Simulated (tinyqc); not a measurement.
Worked calculation: Pariser-Parr-Pople SCF with singles CI, for the molecule C=CC=C[CH2-] (SMILES; centres numbered as the heavy atoms are written). One step of it, computed by the program tinyqc.

Question. Iteration 1: Fock matrix. F_rr = H_rr + P_rr gamma_rr / 2 + sum_(s != r) P_ss gamma_rs; F_rs = H_rs - P_rs gamma_rs / 2; E = tr P (H + F) / 2 + core repulsion sum_(r<s) z_r z_s gamma_rs.

P at the start:
```
           1C         2C         3C         4C         5C
1C   1.333333   0.788675  -0.333333  -0.211325   0.333333
2C   0.788675   1.000000   0.577350   0.000000  -0.211325
3C  -0.333333   0.577350   1.333333   0.577350  -0.333333
4C  -0.211325   0.000000   0.577350   1.000000   0.788675
5C   0.333333  -0.211325  -0.333333   0.788675   1.333333
```

core matrix H (eV):
```
            1C          2C          3C          4C          5C
1C  -25.601862   -2.390000    0.000000    0.000000    0.000000
2C   -2.390000  -28.605411   -2.390000    0.000000    0.000000
3C    0.000000   -2.390000  -29.596883   -2.390000    0.000000
4C    0.000000    0.000000   -2.390000  -28.605411   -2.390000
5C    0.000000    0.000000    0.000000   -2.390000  -25.601862
```

repulsion gamma_rs (eV):
```
           1C         2C         3C         4C         5C
1C  11.130000   5.344569   3.872154   2.881359   2.343780
2C   5.344569  11.130000   5.346287   3.873196   2.881359
3C   3.872154   5.346287  11.130000   5.346287   3.872154
4C   2.881359   3.873196   5.346287  11.130000   5.344569
5C   2.343780   2.881359   3.872154   5.344569  11.130000
```

Centres (angstrom, eV; a flat drawing with bonds scaled to 1.40 angstrom):
```
centre          x          y  core charge z          W   gamma_rr
1C      -2.425000  -0.280000              1  11.160000  11.130000
2C      -1.212000   0.420000              1  11.160000  11.130000
3C       0.000000  -0.280000              1  11.160000  11.130000
4C       1.212000   0.420000              1  11.160000  11.130000
5C       2.425000  -0.280000              1  11.160000  11.130000
```

Give: F; pi energy.

Answer.

F (eV):
```
         1C       2C       3C       4C       5C
1C  -1.6680  -4.4976   0.6454   0.3045  -0.3906
2C  -4.4976  -1.0709  -3.9333   0.0000   0.3045
3C   0.6454  -3.9333  -1.1586  -3.9333   0.6454
4C   0.3045   0.0000  -3.9333  -1.0709  -4.4976
5C  -0.3906   0.3045   0.6454  -4.4976  -1.6680
```

pi energy = -64.2889 eV
